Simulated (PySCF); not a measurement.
Species: HF.
Atom-mapped SMILES: `[FH:1]` (hydrogens: H2 on F1)

Structure used (PBE0-D3(BJ)/def2-SVP), in Å, numbered top down from 1:
```xyz
2
HF angstrom
F      0.4825   -0.0856    0.0120
H     -0.4328   -0.0021   -0.0342
```

Computed, not measured: PySCF, TDDFT B3LYP/def2-SVPD, vertical, gas phase, core orbitals frozen in the response.

Frontier orbitals with the atoms that hold most of them (Löwdin shares over 4%, at most four atoms; ? is withheld):

```
orbital  ε (eV)           atoms
 LUMO+2    4.02  F1 81%, H2 19%
 LUMO+1    3.96  F1 90%, H2 10%
   LUMO       ?  F1 54%, H2 46%
   HOMO  -11.61   F1 94%, H2 6%
 HOMO-1  -11.61   F1 94%, H2 6%
 HOMO-2  -15.26  F1 83%, H2 17%
 HOMO-3  -32.46  F1 77%, H2 23%
```

Question: What is the LUMO energy, and the HOMO–LUMO gap?

Answer: ε(LUMO) = 0.01 eV; the gap is 11.62 eV (0.4271 hartree).

Within 0.005 eV of a neighbour in this list lie HOMO-1/HOMO (point group found: C∞v).

Question: How does S1 compare with the orbital gap of 11.62 eV?

Answer: S1 is at 9.99 eV (f = 0.031), 1.63 eV below the gap, made of HOMO-1/HOMO→LUMO (100%). S1/S2 lie within about 0.01 eV of each other. Without the coupling terms of the response equations the lowest excitation would equal the gap.

Next come S2 at 9.99 eV (f 0.031), HOMO-1/HOMO→LUMO (100%); S3 at 13.88 eV (f 0.137), HOMO-2→LUMO (82%), HOMO-1/HOMO→LUMO+2 (9%), HOMO-1/HOMO→LUMO+3 (9%); S4 at 13.99 eV (f 0.0000), HOMO-1/HOMO→LUMO+3 (49%), HOMO-1/HOMO→LUMO+2 (49%); S5 at 14.01 eV (f 0.0000), HOMO-1/HOMO→LUMO+3 (50%), HOMO-1/HOMO→LUMO+2 (50%).

Orbitals of the list HOMO-3 to LUMO+2 that lie within 0.01 eV of each other are written together with a slash and their weights summed (≥ marks a lower bound); for degenerate orbitals outside that list single weights are arbitrary.

On one thread of an Arm Neoverse V1 (shared host), this took 0.62 s wall and 0.22 GiB of memory at its peak.
